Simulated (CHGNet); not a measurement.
## hcp Tc

The numbers are results of the machine-learned potential CHGNet-r²SCAN (trained on r²SCAN data), not measurements.

Cell (relaxed at this level):

```cif
data_Tc2
_chemical_formula_sum 'Tc2'
_space_group_name_H-M_alt 'P 1'
_space_group_IT_number 1
_cell_length_a 2.75090
_cell_length_b 2.75090
_cell_length_c 4.36733
_cell_angle_alpha 90.000
_cell_angle_beta 90.000
_cell_angle_gamma 120.000
loop_
_space_group_symop_operation_xyz
  'x, y, z'
loop_
_atom_site_label
_atom_site_type_symbol
_atom_site_fract_x
_atom_site_fract_y
_atom_site_fract_z
_atom_site_occupancy
Tc1 Tc 0.66667 0.33333 0.75000 1
Tc2 Tc 0.33333 0.66667 0.25000 1
```

```json
{
 "lattice_constant_a": "2.751 Å",
 "c axis length": "4.367 Å"
}
```

Measured, for comparison: lattice constant a 2.741 Å, lattice parameter c 4.399 Å (293 K, not corrected to a static lattice; as tabulated in Wikipedia's data pages). Computed (rounded) less measured: lattice constant a +0.4 %, lattice parameter c -0.7 %. A static lattice is as a rule a little smaller and stiffer than an uncorrected measurement, which narrows the difference in the lattice parameter c and would widen misses of the other sign.

A machine-learned potential is trained on density-functional data: it inherits that level's misses and adds fitting errors of its own.

Note: negative: at this level the crystal gains energy by rearranging, so this bulk phase is not the stable one; the model gives imaginary modes for this phase (in the spectrum interpolated from a supercell); the model's elastic tensor is not positive definite here.
